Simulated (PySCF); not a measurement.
Compound: C5H7N.
SMILES: `CC1(C#N)CC1`

The closed-shell SCF was solved with PySCF and density fitting under several settings on one GFN2-xTB geometry (grid level 2 and gas phase unless stated).

```json
{"settings": "PBE0/STO-3G, IEF-PCM cyclohexane, level shift 0.2 Eh", "basis functions": "37", "SCF cycles": "11", "E (Eh)": "-246.1003", "HOMO (eV)": "-6.82", "LUMO (eV)": "3.98", "dipole (D)": "3.50"}
{"settings": "wB97X/def2-SVPD, fitting basis def2-universal-jkfit, damping 0.1 at the start, DIIS from the seventh cycle", "basis functions": "176", "SCF cycles": "16", "E (Eh)": "-249.2199", "HOMO (eV)": "-10.74", "LUMO (eV)": "2.37", "dipole (D)": "4.34"}
```

**Question.** Estimate the rows for these settings: (1) PBE0/pcSseg-1; (2) PBE0/pcSseg-1, IEF-PCM acetonitrile, grid level 1, energy threshold 1e-08 Eh; (3) PBE0/def2-SVPD, IEF-PCM acetonitrile.

**Answer.** 
```tsv
settings	basis functions	SCF cycles	E (Eh)	HOMO (eV)	LUMO (eV)	dipole (D)
PBE0/pcSseg-1	137	14	-249.1238	-8.34	0.98	4.25
PBE0/pcSseg-1, IEF-PCM acetonitrile, grid level 1, energy threshold 1e-08 Eh	137	9	-249.1340	-8.26	0.85	5.49
PBE0/def2-SVPD, IEF-PCM acetonitrile	176	14	-248.9952	-8.29	0.71	5.64
```

**Question.** Over all rows, what range does the HOMO–LUMO gap span?

**Answer.** From 9.00 eV (PBE0/def2-SVPD, IEF-PCM acetonitrile) to 13.11 eV (wB97X/def2-SVPD, fitting basis def2-universal-jkfit, damping 0.1 at the start, DIIS from the seventh cycle). The functional of the narrowest has 25 % exact exchange, that of the widest range-separated exact exchange.

**Question.** And the dipole moment?

**Answer.** From 3.50 D (PBE0/STO-3G, IEF-PCM cyclohexane, level shift 0.2 Eh) to 5.64 D (PBE0/def2-SVPD, IEF-PCM acetonitrile); the largest is 1.61 times the smallest, and the median is 4.34 D.

**Question.** Compare two rows with the functional PBE0: PBE0/pcSseg-1, IEF-PCM acetonitrile, grid level 1, energy threshold 1e-08 Eh and PBE0/def2-SVPD, IEF-PCM acetonitrile. Which energy is lower, and by how much?

**Answer.** PBE0/pcSseg-1, IEF-PCM acetonitrile, grid level 1, energy threshold 1e-08 Eh (137 functions) lies 0.1388 Eh or 87 kcal/mol below PBE0/def2-SVPD, IEF-PCM acetonitrile (176 functions). The smaller set gives the lower energy; the two sets aren't nested, so the variational bound doesn't order them by size.

Whole jobs, the steps after the SCF included, on an Arm Neoverse V2 with one thread, no GPU (shared host):

```tsv
settings	work after the SCF	wall time	peak memory
PBE0/STO-3G, IEF-PCM cyclohexane, level shift 0.2 Eh	shieldings, ring-centre shieldings	2.8 s	0.48 GiB
wB97X/def2-SVPD, fitting basis def2-universal-jkfit, damping 0.1 at the start, DIIS from the seventh cycle	6 singlets by TDA, 2 Tamm–Dancoff triplets, polarisability	19 s	0.86 GiB
PBE0/pcSseg-1	shieldings, ring-centre shieldings	8.3 s	0.64 GiB
PBE0/pcSseg-1, IEF-PCM acetonitrile, grid level 1, energy threshold 1e-08 Eh	shieldings, ring-centre shieldings, charges and field gradients	6.8 s	0.80 GiB
PBE0/def2-SVPD, IEF-PCM acetonitrile	25 singlets by TDA, 2 Tamm–Dancoff triplets, polarisability	16 s	0.85 GiB
```

Cycle counts include a coarse-grid stage where the run had one. The species at its GFN2-xTB geometry.
